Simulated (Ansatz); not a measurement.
Results of LDA (Ansatz, a quantum-chemistry and plane-wave program, plane waves, PAW) for bcc Ba.

Run with plane-wave cutoff 500 eV, 4×4×4 k mesh, Fermi–Dirac smearing 0.1 eV, cell of 54 sites, scalar-relativistic PAW data made under PBE.

Problem. Predict the vacancy formation energy and vacancy formation energy before relaxation.

Solution. 
- vacancy formation energy: 1.07 eV
- vacancy formation energy before relaxation: 1.20 eV

Note: energies are extrapolated to zero smearing, and mesh and cell size move such values by some hundredths of an eV or more.

Spin–orbit coupling is not included.
